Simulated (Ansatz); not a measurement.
SiH₂, singlet: CASSCF and its corrections

Computed with Ansatz's Gaussian-basis code (development build). Basis cc-pVDZ, nonrelativistic, 5 orbitals frozen in the corrections. State-specific CASSCF; RHF is the lowest restricted (open-shell) Hartree–Fock solution met. No symmetry is imposed, so a solution can break that of the shape. Lower solutions, or ones in other orbitals, may exist.

Geometry:

```xyz
3

Si    0.0000    0.0000   -0.1234
H     0.0000    1.0085    0.8640
H     0.0000   -1.0085    0.8640
```

Question: What do CASSCF and its corrections give against RHF in CAS(6,6), and what are the occupations?

Answer: CASSCF -1.256 eV, SC-NEVPT2 -2.582 eV; occupations 1.99, 1.98, 1.91, 0.09, 0.02, 0.02.
